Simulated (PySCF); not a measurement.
# Solver options tried on BC (quartet)

The same problem is solved with other solver options, one edit a run.

The runs use PySCF 2.14.0; method and basis as typed in the scripts.

7 further runs of the same task are left out: 7 that didn't finish.

## 1. Where the work starts

BC (quartet): 2 atoms, charge 0, spin multiplicity 4.

Bond lengths: B1–C2 1.601 Å.

## 2. The base run

input.py

```python
from pyscf import gto, scf

mol = gto.M(
    atom='B 0 0 0; C 0 0 1.601',
    basis='cc-pvdz',
    charge=0,
    spin=3,
    symmetry=True,
    verbose=4,
)
mf = scf.ROHF(mol)
mf = mf.density_fit(auxbasis='def2-universal-jkfit')
mf.kernel()
mf.analyze()
print('orbital energies (hartree):', mf.mo_energy[..., max(0, mol.nelec[1]-3):mol.nelec[0]+3].round(4))
```

The run is started by

```
> OMP_NUM_THREADS=1 python input.py
```

The log of this run is left out.

It gives: E(SCF) = -62.308035 Eh, 13 cycles, μ = 1.65 D.

The bond length is a typed value, not an optimised one. The quartet is typed in the script; nothing here shows that it is the ground state.

## 3. Second-order solver on

Variant 1 changes second-order solver: off → on.

input.py

```python
from pyscf import gto, scf

mol = gto.M(
    atom='B 0 0 0; C 0 0 1.601',
    basis='cc-pvdz',
    charge=0,
    spin=3,
    symmetry=True,
    verbose=4,
)
mf = scf.ROHF(mol)
mf = mf.density_fit(auxbasis='def2-universal-jkfit')
mf = mf.newton()
mf.kernel()
mf.analyze()
print('orbital energies (hartree):', mf.mo_energy[..., max(0, mol.nelec[1]-3):mol.nelec[0]+3].round(4))
```

The run is started by

```
> OMP_NUM_THREADS=1 python input.py
```

## 4. DIIS space 12

Variant 2 changes DIIS space: default → 12.

input.py, as its differences from that of step 2:

```diff
@@ -12,2 +12,3 @@
 mf = mf.density_fit(auxbasis='def2-universal-jkfit')
+mf.diis_space = 12
 mf.kernel()
```

Q: Predict the outcome of this session. Wanted: for each run, E(SCF); from base; SCF dipole.

As calculated:

```
                   run  E(SCF) (hartree)  from base (eV)   cycles  SCF dipole (D)
                  base        -62.308035               0       13            1.65
second-order solver on        -62.315895         -0.2139  4 macro            1.09
         DIIS space 12        -62.308035          0.0000       13            1.65
```

Distance from each run's final energy (log10 hartree) by cycle:

| run | cycle 1 | cycle 2 | cycle 3 | cycle 5 | cycle 8 | cycle 12 |
| --- | --- | --- | --- | --- | --- | --- |
| base | -1.5 | -2.2 | -2.9 | -3.5 | -4.4 | -9.5 |
| second-order solver on | -2.2 | -3.1 | -9.8 | done | done | done |
| DIIS space 12 | -1.5 | -2.2 | -2.9 | -3.5 | -4.4 | -9.4 |

In words: With DIIS space 12 the SCF ends at the base energy. With second-order solver on the SCF ends in another solution, 0.21 eV lower: the path to self-consistency decides the state here.
